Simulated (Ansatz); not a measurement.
Z-matrix (Å, degrees):
```
C
C 1 1.510
Cl 1 1.772 2 112.3
H 1 1.090 2 110.7 3 -120.4
H 1 1.089 2 109.2 3 118.9
C 2 1.516 1 112.4 3 -172.6
Cl 2 1.787 1 110.6 3 68.3
H 2 1.090 1 110.3 3 -49.1
Cl 6 1.782 2 111.0 1 66.3
H 6 1.090 2 111.2 1 -53.7
H 6 1.087 2 110.2 1 -175.0
```

The species carries charge 0 and has multiplicity 1.

Problem. List the PBE/def2-TZVPP orbital energies in eV (the Gaussian-basis code of Ansatz). (Estimate.)

Solution. Computed: Occupied: -2739.33, -2739.25, -2739.05, -271.38, -271.13, -270.92, -249.88, -249.79, -249.59, -190.65, -190.57, -190.37, -190.37, -190.36, -190.28, -190.28, -190.08, -190.07, -22.86, -21.65, -21.12, -18.57, -17.01, -15.11, -12.65, -12.19, -11.81, -11.09, -10.32, -10.07, -9.77, -7.95, -7.70, -7.53, -7.45, -7.25, -7.12. Lowest empty: -1.13, -0.67, -0.02, 0.89, 1.09, 1.25, 1.93, 2.01.
